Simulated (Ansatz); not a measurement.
`C=[C]F` radical. Total charge 0; spin multiplicity 2.

```xyz
5

C     0.421   -0.044    0.290
C    -0.825    0.240    0.005
F    -1.479    0.129   -1.115
H     1.088   -0.441   -0.471
H     0.794    0.116    1.291
```

Task: Give the diagnostics of a CCSD(T)/def2-TZVPP run (frozen core, Ansatz 0.2.0). (Best estimate.)

Result: The calculation gave: T1 = 0.0346, largest single amplitude 0.124, largest double 0.097, (T) share of the correlation energy 3.7 %, 13 CCSD cycles. ⟨S²⟩ of the UHF reference is 0.927 against 0.75 for a pure state. T1 lies under the customary mark of 0.045 for open shells.
